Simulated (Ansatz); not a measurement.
**SiH₃+ (triplet): the correlation ladder, def2-QZVPP**

The task here is to estimate one member of a computed series from the others.

Computed with Ansatz 0.2.0, Gaussian basis. Level: def2-QZVPP, core rule «outside noble gas», up to 5 orbitals frozen.

Plan: UHF; ROHF; CCSD(T) on UHF.

2 further runs of the same task are left out: 2 set aside as unsound or not needed.

### What is computed

The geometry is a PBE0/def2-TZVP stationary point (not a proven minimum) of the parent state, kept for this charge and spin.

4 atoms, charge 1, spin multiplicity 3.

Atoms are counted from 1 here; the program's logs count them from 0.

Bond lengths: Si1–H2 1.486 Å, Si1–H3 1.486 Å, Si1–H4 1.486 Å. Angles: H2–Si1–H3 111.3°, H2–Si1–H4 111.3°, H3–Si1–H4 111.3°.

The first run:

Input file in.yaml:

```yaml
crystal:
  periodic: [false, false, false]
  atoms:
    - {symbol: Si, position_ang: [0.000090, -0.000062, -0.043737]}
    - {symbol: H, position_ang: [1.415348, 0.014593, 0.409118]}
    - {symbol: H, position_ang: [-0.721058, 1.220018, 0.403029]}
    - {symbol: H, position_ang: [-0.696788, -1.232882, 0.406559]}
basis:
  gaussian: {orbitals: "def2-QZVPP.json"}
total_charge: 1
magnetization: {spin_polarized: true, initial_magnetization: 2}
hamiltonian: {xc: hf}
output: {orbitals: {seedname: orbitals}}
```

Started as:

```
ansatz run in.yaml --threads 1 --pin off --events-out ev --progress --plain --max-ram 4096MiB --backend cpu
```

Steps of the session up to this table: UHF; ROHF; CCSD(T) on UHF.

One table of the session follows, with a row left open; its other results are not shown here.

It belongs to the step «Misses and costs». 

| method | from UCCSD(T) (meV) |
| --- | --- |
| ROHF | +3470.8 |
| UHF | ? |
| UMP2 | +820.7 |
| UCCSD | +106.5 |
| UCCSD(T) | 0 |

Q: Estimate the row for UHF from the others.

As computed: from UCCSD(T) (meV): +3380.0. In the column «from UCCSD(T) (meV)» it lies between UMP2 (+820.7) and ROHF (+3470.8).

Caveats from the session: Warnings: coupled cluster took another determinant than the lowest.
